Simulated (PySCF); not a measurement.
TDDFT excited states: C4H12NP

C4H12NP.
Bonds: C1–C2, C2–N3, N3–P4, N3–C5, C5–C6. Hydrogens: H7, H8, H9 on C1; H10, H11 on C2; H12, H13 on P4; H14, H15 on C5; H16, H17, H18 on C6.

Level of theory: TDDFT PBE0/def2-SVPD, vertical, gas phase, core orbitals frozen in the response (PySCF). The structure is a single GFN2-xTB conformer in the gas phase; no vibrational or solvent corrections. Torsions of this conformer, `[CH3:1][CH2:2][N:3]([PH2:4])[CH2:5][CH3:6]`: C1–C2–N3–P4 90°, C2–N3–C5–C6 95°, H–P4–N3–C2 -111°, H–P4–N3–C2 158°.

```json
{"state": "S1", "E (eV)": "5.39", "λ (nm)": "230.0", "ν̃ (cm⁻¹)": "43480", "f": "0.0018", "main configurations (H = HOMO, L = LUMO)": "H→L (89%), H→L+1 (9%)"}
{"state": "S2", "E (eV)": "6.03", "λ (nm)": "205.7", "ν̃ (cm⁻¹)": "48620", "f": "0.025", "main configurations (H = HOMO, L = LUMO)": "H→L+1 (88%), H→L (9%)"}
{"state": "S3", "E (eV)": "6.38", "λ (nm)": "194.3", "ν̃ (cm⁻¹)": "51470", "f": "0.0055", "main configurations (H = HOMO, L = LUMO)": "H→L+2 (75%), H→L+4 (13%)"}
{"state": "S4", "E (eV)": "6.55", "λ (nm)": "189.2", "ν̃ (cm⁻¹)": "52850", "f": "0.016", "main configurations (H = HOMO, L = LUMO)": "H→L+3 (73%), H-1→L (11%), H→L+4 (10%)"}
{"state": "S5", "E (eV)": "6.65", "λ (nm)": "186.3", "ν̃ (cm⁻¹)": "53670", "f": "0.023", "main configurations (H = HOMO, L = LUMO)": "H→L+4 (36%), H→L+2 (20%), H-1→L (18%)"}
{"state": "S6", "E (eV)": "6.70", "λ (nm)": "185.0", "ν̃ (cm⁻¹)": "54060", "f": "0.091", "main configurations (H = HOMO, L = LUMO)": "H-1→L (59%), H→L+4 (22%), H→L+5 (9%)"}
{"state": "S7", "E (eV)": "6.86", "λ (nm)": "180.7", "ν̃ (cm⁻¹)": "55350", "f": "0.065", "main configurations (H = HOMO, L = LUMO)": "H→L+5 (77%), H→L+4 (18%)"}
{"state": "S8", "E (eV)": "7.16", "λ (nm)": "173.1", "ν̃ (cm⁻¹)": "57770", "f": "0.089", "main configurations (H = HOMO, L = LUMO)": "H-1→L+1 (80%), H-1→L+5 (8%)"}
```

Triplets (Tamm–Dancoff): T1 5.00 eV, H→L (61%), H→L+1 (24%); T2 5.53 eV, H-1→L (40%), H-1→L+1 (29%), H→L (20%); T3 5.65 eV, H→L+1 (35%), H→L+2 (22%), H-1→L (13%).

The lowest singlet comes at 230 nm (520 kJ/mol) in the ultraviolet; it is very weak; its leading configuration is HOMO→LUMO (89%). The largest oscillator strength of a single state is 0.091. Löwdin shares by element: HOMO nitrogen 49%, phosphorus 12%, hydrogen 7% or more, carbon 6% or more (atoms not listed hold the other 25%); LUMO phosphorus 27%, carbon 16% or more, hydrogen 9% or more (atoms not listed hold the other 48%). Of the 8 states listed, 6 reach f = 0.01 and none stays under 0.0005. The oscillator strengths of these states sum to 0.316; summed over the whole spectrum of an exact calculation they would give the number of electrons, 58 (Thomas–Reiche–Kuhn). Weighted by f, the mean energy of these states is 6.79 eV. The window holds the lowest 8 singlets.

Time: 42 s of wall time (with the writing of density and orbital grids); peak memory 0.86 GiB. Hardware: one thread of an Arm Neoverse V2, no GPU, shared host with 96 logical CPUs at a one-minute load of 36.
